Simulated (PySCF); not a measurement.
One ligand Y is varied and pulled off as a radical: Cd(NH2)1–Y. Isolated molecules, 0 K electronic values unless said otherwise. One relaxed conformer stands for each flexible species; it need not be the lowest. Multiplicities are imposed; where one is given, others were not computed. Strings in code marks are SMILES.

These are PBE-D3(BJ)/def2-TZVP // PBE-D3(BJ)/def2-SVP run with PySCF values and carry that method's errors. All candidates: neutral, multiplicity 2. 

| Property | Value |
|---|---|
| dipole moment | 2.10 D |
| highest occupied spin orbital | -5.97 eV |

**Question.** Which member has these values?
A) `[OH]`
B) `C[O]`
C) `C[N]C`
D) `[SH]`

**Answer.** B, `C[O]`. The others give `[OH]`: 1.73 D, -7.14 eV; `C[N]C`: 1.70 D, -5.56 eV; `[SH]`: 0.87 D, -6.12 eV
